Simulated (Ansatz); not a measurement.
Two isomers of C3H5NO: A = `C1=NCCO1`, B = `COC1=NC1`.

Gas-phase electronic energies from Ansatz, PBE0-D4/def2-TZVP geometries. CCSD(T)/CBS adds triple-zeta CCSD(T) − MP2 to the extrapolated MP2 energy (def2 sets, frozen cores). Functionals use def2-TZVPP.

(1) Which is lower in electronic energy at CCSD(T)/CBS, and by how much? (An estimate is asked.)

(2) Give E(B) − E(A) in kcal/mol with CCSD(T)/def2-SVP, ωB97M-V, MP2/def2-TZVPP, B2PLYP, BLYP-D4, PBE0-D4, CCSD/def2-TZVPP. (Estimate.)

(3) Does the order hold for the free energy at 298.15 K (harmonic terms from PBE0-D4)? (Best estimate.)

Largest T1 diagnostic: 0.014.

## Answers

(1) The calculation gave: A, by 41.1 kcal/mol.

(2) The calculation gave: CCSD(T)/def2-SVP 39.4, ωB97M-V 40.3, MP2/def2-TZVPP 39.5, B2PLYP 39.2, BLYP-D4 37.4, PBE0-D4 40.8, CCSD/def2-TZVPP 41.0. None reverses the order clearly.

(3) The calculation gave: Yes: G(B) − G(A) = +38.7 kcal/mol.

From r2SCAN to r2SCAN0 (25 % exact exchange), in def2-TZVPP and without D4, E(B) − E(A) moves by +1.3 kcal/mol. Leaving LDA and LC-ωPBE aside and taking each functional with its dispersion term where it has one, the values, not all of them listed here, spread over 4.3 kcal/mol, from BLYP-D4 to PBE-QIDH. LDA lies +4.7 kcal/mol from PBE without D4.
